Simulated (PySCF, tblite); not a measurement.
A complex of hydrogen cyanide and dimethyl ether

A gas-phase complex of hydrogen cyanide and dimethyl ether; neutral, singlet. The structure comes from a short search (6 tight-binding starts) and was relaxed by PBE0-D3(BJ)/def2-SVPD; another way of binding may lie lower. No frequency run checks that it is a minimum.

| part | name | SMILES | atoms | charge | multiplicity |
| --- | --- | --- | --- | --- | --- |
| 1 | hydrogen cyanide | C#N | 1–3 | 0 | 1 |
| 2 | dimethyl ether | COC | 4–12 | 0 | 1 |

```tsv
atom	part	x (Å)	y (Å)	z (Å)
C1	1	0.204	0.415	-0.231
N2	1	1.115	1.105	-0.071
H3	1	-0.658	-0.240	-0.380
C4	2	-3.446	-1.034	-0.878
O5	2	-2.125	-1.429	-0.623
C6	2	-1.959	-2.820	-0.545
H7	2	-3.802	-1.433	-1.845
H8	2	-4.127	-1.383	-0.081
H9	2	-3.468	0.061	-0.914
H10	2	-2.245	-3.309	-1.492
H11	2	-0.899	-3.020	-0.345
H12	2	-2.566	-3.248	0.272
```

Contacts between parts, classed by geometry: H3···O5 1.904 Å (C–H hydrogen bond, 178°).

Interaction energies are complex less parts, with the parts frozen as they stand in it; counterpoise-corrected, in kcal/mol (PySCF).

Give the interaction energy at each level run.


```json
{"level": "wB97M-D3(BJ)/def2-SVPD", "interaction": "-6.18", "superposition error removed": "-1.13"}
{"level": "PBE0-D3(BJ)/def2-SVPD", "interaction": "-6.42", "superposition error removed": "-1.00"}
```

What holds them together? Decompose the wB97M-D3(BJ)/def2-SVPD energy: frozen parts, their antisymmetrised product, then relaxation.

electrostatic -9.3, Pauli repulsion +8.8, orbital relaxation -5.6, dispersion correction -1.1 kcal/mol, which sum to the value before the counterpoise correction; the Pauli term holds the exchange-correlation of the frozen density too. Of the attraction, 58 % is electrostatic, 35 % is orbital relaxation, 7 % is dispersion correction.

The parts were also relaxed and run alone, at the levels used for the complex: shieldings by PBE0/pcSseg-2; core levels by delta-SCF with SCAN, pcX-2 on the ionised atom and pcseg-1 elsewhere, spin-free X2C.

Values alone: C1–H3 bond (Å): 1.078; shielding of H3 (ppm): 28.66; shielding of O5 (ppm): 331.6; shielding of C1 (ppm): 70.0; C1 1s core level (eV): 293.45; N2 1s core level (eV): 406.66; O5 1s core level (eV): 538.54.

What does binding change?


```tsv
property	alone	in the complex	change
C1–H3 bond (Å)	1.078	1.093	+0.015
shielding of H3 (ppm)	28.66	25.98	-2.68
shielding of O5 (ppm)	331.6	323.7	-7.9
shielding of C1 (ppm)	70.0	64.2	-5.7
C1 1s core level (eV)	293.45	292.32	-1.13
N2 1s core level (eV)	406.66	405.65	-1.02
O5 1s core level (eV)	538.54	539.31	+0.77
```

The core-hole states of C1, N2 are spin-contaminated (⟨S²⟩ 0.84, 0.84 against 0.75 for a pure doublet), so those values and differences from them are less sure.

The 4 runs behind this took 3.4 min in all, one thread each of Arm Neoverse N1 on a shared host, launched as `OMP_NUM_THREADS=1 python cluster_run.py task.json out`.
